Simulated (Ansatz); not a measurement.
A made-up structure of CH₃B₂, doublet:

```json
{"atom": "B1", "x (Å)": "0.0084", "y (Å)": "0.5370", "z (Å)": "-0.1755"}
{"atom": "B2", "x (Å)": "-0.0160", "y (Å)": "-0.9149", "z (Å)": "0.3031"}
{"atom": "C3", "x (Å)": "-0.0402", "y (Å)": "-2.3598", "z (Å)": "0.7873"}
{"atom": "H4", "x (Å)": "-0.8253", "y (Å)": "0.7326", "z (Å)": "-0.9431"}
{"atom": "H5", "x (Å)": "1.0093", "y (Å)": "0.7854", "z (Å)": "-0.6844"}
{"atom": "H6", "x (Å)": "-0.1351", "y (Å)": "1.2766", "z (Å)": "0.6933"}
```

It is relaxed with PBE-D4/def2-SVP and then PBE0-D4/def2-TZVP (Ansatz 0.2.0). Atoms count as bonded within 1.22 times the sum of their covalent radii (H–H: 0.88 Å). The end point is not checked to be a true minimum.

Does its bonding change? (A judgement: the text doesn't fix the answer.)

The calculation gives: Yes. Formed: C3–H5; broken: B1–H5.

Where it ends: The first stage lowers the energy by 4.09 eV in 37 steps. It ends as CH₃B₂ ([BH2][B][CH]):
```
6
angstrom
B -0.7379 0.9987 -0.0133
B 0.2277 -0.2958 0.0000
C 1.0442 -1.3900 0.0112
H -1.4868 1.2050 -0.9235
H 1.6848 -2.2484 0.0199
H -0.7309 1.7874 0.8864
```

Labels in which every atom is bracketed show which atoms are joined, not bond orders.

For scale, one of the runs: PBE0-D4/def2-TZVP relaxation, 111 basis functions, launched by `ansatz run in.yaml --threads 2 --pin off --events-out ev --progress --plain --max-ram 4352MiB`. The run took about 11 s on 2 CPU threads of an Arm Neoverse V2 (shared host).
